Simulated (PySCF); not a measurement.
# Atomic charges against the basis set

Species: oxalyl dichloride, C2Cl2O2.
Bonds: O1–C2 (double), C2–Cl3, C2–C4, C4–O5 (double), C4–Cl6.

PBE0 throughout (PySCF), one geometry, spherical d and f functions. Isolated species at its PBE0-D3(BJ)/def2-SVP geometry (one conformer only). Atoms taken as equivalent share a column and are averaged.

Mulliken charges (e):

| basis | functions | O1/O5 | C2/C4 | Cl3/Cl6 |
| --- | --- | --- | --- | --- |
| STO-3G | 38 | -0.108 | +0.197 | -0.089 |
| 6-31G | 62 | -0.259 | +0.055 | +0.205 |
| 6-31G* | 92 | -0.279 | +0.210 | +0.069 |
| def2-SVP | 92 | -0.087 | +0.136 | -0.049 |
| 6-311+G(2d,p) | 178 | -0.214 | +0.048 | +0.166 |
| def2-TZVP | 198 | -0.158 | +0.181 | -0.023 |

IAO charges (e):

```json
{"basis": "STO-3G", "functions": "38", "O1/O5": "-0.103", "C2/C4": "+0.126", "Cl3/Cl6": "-0.023"}
{"basis": "6-31G", "functions": "62", "O1/O5": "-0.262", "C2/C4": "+0.253", "Cl3/Cl6": "+0.009"}
{"basis": "6-31G*", "functions": "92", "O1/O5": "-0.291", "C2/C4": "+0.294", "Cl3/Cl6": "-0.003"}
{"basis": "def2-SVP", "functions": "92", "O1/O5": "-0.292", "C2/C4": "+0.292", "Cl3/Cl6": "0.000"}
{"basis": "6-311+G(2d,p)", "functions": "178", "O1/O5": "-0.306", "C2/C4": "+0.305", "Cl3/Cl6": "+0.001"}
{"basis": "def2-TZVP", "functions": "198", "O1/O5": "-0.307", "C2/C4": "+0.307", "Cl3/Cl6": "+0.001"}
```

Hirshfeld charges (e):

| basis | functions | O1/O5 | C2/C4 | Cl3/Cl6 |
| --- | --- | --- | --- | --- |
| STO-3G | 38 | -0.063 | +0.195 | -0.132 |
| 6-31G | 62 | -0.154 | +0.167 | -0.013 |
| 6-31G* | 92 | -0.160 | +0.180 | -0.020 |
| def2-SVP | 92 | -0.168 | +0.164 | +0.003 |
| 6-311+G(2d,p) | 178 | -0.172 | +0.154 | +0.017 |
| def2-TZVP | 198 | -0.172 | +0.161 | +0.011 |

Task: Which scheme is steadiest as the basis changes?

Result: Largest range over the bases for any column: Hirshfeld 0.15 e, IAO 0.20 e, Mulliken 0.29 e. Hirshfeld charges move least and Mulliken charges most, counted in e. Without the minimal STO-3G basis the ranges are Hirshfeld 0.04, IAO 0.05, Mulliken 0.25 e.

Task: How much do the charges still move between the two largest bases, 6-311+G(2d,p) and def2-TZVP?

Result: At most, over all atoms: Mulliken 0.189 e, IAO 0.001 e, Hirshfeld 0.007 e.

Task: What do the same runs give for the total energy and the frontier levels?

Result: 
```
        basis  energy (Eh)  HOMO (eV)  LUMO (eV)
       STO-3G   -1133.4944      -6.53      -0.87
        6-31G   -1146.3281      -9.05      -3.69
       6-31G*   -1146.4574      -8.84      -3.37
     def2-SVP   -1146.0429      -8.84      -3.35
6-311+G(2d,p)   -1146.5980      -8.99      -3.58
    def2-TZVP   -1146.6223      -8.92      -3.50
```
